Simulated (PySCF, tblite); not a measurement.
Isomers of C5H7P, one GFN2-xTB conformer each. Single-point energies are computed at PBE0/pcSseg-1 (PySCF, gas phase, no added dispersion term), electronic only.

**Question.** Rank them by PBE0/pcSseg-1 energy, lowest first (kcal/mol).
A. `[CH:1]1=[CH:2][P:3]1[CH:4]1[CH2:5][CH2:6]1` with C2–P3–C4–C5 -169°
B. `[CH2:1]=[CH:2][P:3]=[C:4]=[CH:5][CH3:6]` with C1–C2–P3–C4 179°
C. `[pH]1c(ccc1)C`
D. `[CH:1]#[C:2][P:3]([CH3:4])[CH:5]=[CH2:6]` with C2–P3–C5–C6 22°
E. `[CH2:1]=[C:2]=[P:3][CH:4]1[CH2:5][CH2:6]1` with C2–P3–C4–C5 146°
F. `[P:1]#[C:2][CH:3]1[CH2:4][CH2:5][CH2:6]1` with C2–C3–C4–C5 129°, C3–C4–C5–C6 -11°, C4–C5–C6–C3 11°, C2–C3–C6–C5 -130°
G. `[CH:1]#[C:2][P:3]1[CH2:4][CH2:5][CH2:6]1` with C2–P3–C4–C5 80°, P3–C4–C5–C6 19°, C4–C5–C6–P3 -19°, C2–P3–C6–C5 -80°

**Answer.** C (0.0), F (25.9), B (34.8), G (37.6), E (40.9), D (42.7), A (46.8).

As drawn, the highest has a three-membered ring, which the lowest lacks. Neighbours under 2.5 kcal/mol apart (C=C=PC1CC1 and C#CP(C)C=C) can change places with a better method, another conformer or zero-point energy. GFN2-xTB itself gives, in the same order: 0.0, 16.8, 42.9, 30.7, 40.9, 46.9, 47.7. Both levels put the same isomer lowest; measured from each level's own lowest isomer, the values differ by up to 9.1 kcal/mol (P#CC1CCC1: 16.8 against 25.9).

**Question.** Which frontier levels, dipoles and rotational constants go with these structures?

**Answer.** 
| SMILES | HOMO (eV, PBE0/pcSseg-1) | LUMO (eV) | dipole (D) | A, B, C (MHz) |
| --- | --- | --- | --- | --- |
| Cc1ccc[pH]1 | -6.49 | -1.02 | 0.95 | 4890, 3015, 1914 |
| P#CC1CCC1 | -7.30 | -0.96 | 1.97 | 8867, 1474, 1380 |
| C=CP=C=CC | -6.74 | -1.45 | 1.63 | 8366, 1277, 1175 |
| C#CP1CCC1 | -6.67 | -0.26 | 1.49 | 5034, 2316, 2194 |
| C=C=PC1CC1 | -6.86 | -1.14 | 1.39 | 8166, 1522, 1440 |
| C#CP(C)C=C | -6.71 | -0.24 | 1.24 | 3248, 2839, 1784 |
| C1=CP1C1CC1 | -6.68 | -0.31 | 1.44 | 8039, 1837, 1794 |

**Question.** What happens when harmonic zero-point energies from GFN2-xTB frequencies are added?

**Answer.** 
```
     SMILES  ZPE (kcal/mol)  electronic (kcal/mol)  with ZPE (kcal/mol)
Cc1ccc[pH]1            62.6                    0.0                  0.0
  P#CC1CCC1            66.2                   25.9                 29.5
  C=CP=C=CC            62.3                   34.8                 34.5
  C#CP1CCC1            63.4                   37.6                 38.5
 C=C=PC1CC1            63.2                   40.9                 41.5
 C#CP(C)C=C            61.0                   42.7                 41.1
C1=CP1C1CC1            62.9                   46.8                 47.1
```

The zero-point energies span 5.2 kcal/mol. The lowest isomer stays, but the order above it changes.
